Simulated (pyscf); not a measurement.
Structures and frequencies: ωB97X-D3(BJ)/def2-SVP in PySCF.

Q: For the elementary gas-phase step `[SiH3][S][MoH](=[S])([Cl])[Cl]` → `[S]=[Mo](=[S])([Cl])[Cl]` + `[SiH4]` (singlet surface; S–Si, H–Mo broken, H–Si formed), what barrier and reaction energy does ωB97M-D3(BJ)/def2-TZVP give, measured from the reactant's lowest minimum found?

A: ΔE‡ = 21.1 kcal/mol, ΔE = -1.3 kcal/mol. Zero-point energy shifts the barrier by -0.4 kcal/mol. It is an elimination, with an imaginary mode of 218i cm⁻¹. On the reactant side the descent ends in a point that may be a rotor saddle (no frequency run), 1.0 kcal/mol over the lowest minimum found and 18.3 kcal/mol under the saddle at ωB97X-D3(BJ)/def2-TZVP. At the saddle there is also a short Mo–Si contact that neither side keeps. This is the saddle that the search found; another between the same sides may lie lower. Elements past Kr carry the def2 core potentials, without spin-orbit coupling.
